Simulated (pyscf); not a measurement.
H₂N–SiH₂–NH–SiH₂–NH₂ + water (H₂O) → H₂N–SiH₂–NH–SiH(NH₂)–OH + hydrogen (H₂), a four-centre exchange (singlet surface; H–Si, H–O broken, O–Si, H–H formed). Structures and frequencies: ωB97X-D3(BJ)/def2-SVP in PySCF. Energies in kcal/mol from the separated reactants.

Small-basis levels: PySCF, no dispersion term, spherical d functions. AM1 to PM7: differences of heats of formation from MOPAC, which are fitted to 298 K values and so differ in kind from electronic energies by zero-point and thermal terms. Cost: rough CPU time at the saddle relative to B3LYP/6-31G*, from one job on a shared machine.

| level | barrier | reaction energy | cost |
|---|---|---|---|
| SVWN5/6-31G* | 8.8 | -32.9 | 1 |
| PBE/6-31G* | 21.6 | -29.8 | 2 |
| B3LYP/STO-3G | 29.0 | -26.3 | 0.5 |
| B3LYP/3-21G | 14.9 | -38.6 | 0.7 |
| M06-2X/6-31G* | 27.2 | -31.1 | 3 |
| PM6 | 24.9 | -44.8 | under 0.02 |
| PM7 | 41.1 | -48.8 | under 0.02 |
| ωB97M-D3(BJ)/def2-TZVP | 28.5 | -26.7 | – |

Against the last row the barrier runs from -19.7 (SVWN5/6-31G*) to +12.6 kcal/mol (PM7). ωB97M-D3(BJ)/def2-TZVP has limits of its own. On the reactant side the descent ends in a bound adduct (not fully relaxed), 8.2 kcal/mol under the separated species and 37.5 kcal/mol under the saddle at ωB97X-D3(BJ)/def2-TZVP. This is the saddle that the search found; another between the same sides may lie lower.
